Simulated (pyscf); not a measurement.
Optimised with ωB97X-D3(BJ)/def2-SVP in PySCF.

For H₂N–Ti(NH₂)(NH₂)–NH₂ + H₃C–NH–CH₃ + ammonia (NH₃) -> H₃C–N(CH₃)–Ti(NH₂)(NH₂)–NH₂ + ammonia (NH₃) + ammonia (NH₃), a multi-bond step (singlet surface; N–Ti, H–N, H–N broken, N–Ti, H–N, H–N formed), PBE/def2-TZVP gives ΔE‡ = 4.8 kcal/mol and ΔE = -2.4 kcal/mol (zero: the separated reactants). In which direction and how far do B3LYP-D3(BJ)/def2-TZVP, M06-2X/def2-TZVP, ωB97M-D3(BJ)/def2-TZVP move these?

B3LYP-D3(BJ): ΔE‡ = 2.0 kcal/mol, ΔE = -3.6 kcal/mol; M06-2X: ΔE‡ = 0.3 kcal/mol, ΔE = -2.1 kcal/mol; ωB97M-D3(BJ): ΔE‡ = 5.2 kcal/mol, ΔE = -2.1 kcal/mol. PBE's barrier lies among them. Its reaction energy lies among theirs. On the reactant side the descent ends in an adduct with a N–Ti contact (not fully relaxed), 23.3 kcal/mol under the separated species and 25.4 kcal/mol under the saddle at ωB97X-D3(BJ)/def2-TZVP. On the product side the descent ends in an adduct with a N–Ti contact, 21.2 kcal/mol under the separated species and 26.9 kcal/mol under the saddle at ωB97X-D3(BJ)/def2-TZVP. What is counted as formed (N–Ti) is already present as a longer contact in the reactant adduct; forming that adduct is a step of its own. What is counted as broken (N–Ti) persists as a longer contact in the product adduct; parting that adduct is a step of its own. At ωB97X-D3(BJ)/def2-TZVP the barrier from the zero used here is 2.1 kcal/mol. H₃C–NH–CH₃ lies 7.8 kcal/mol over its isomer H₃C–CH₂–NH₂ (electronic energy, ωB97M-D3(BJ)/def2-TZVP). One saddle was located; it need not be the lowest between these sides.
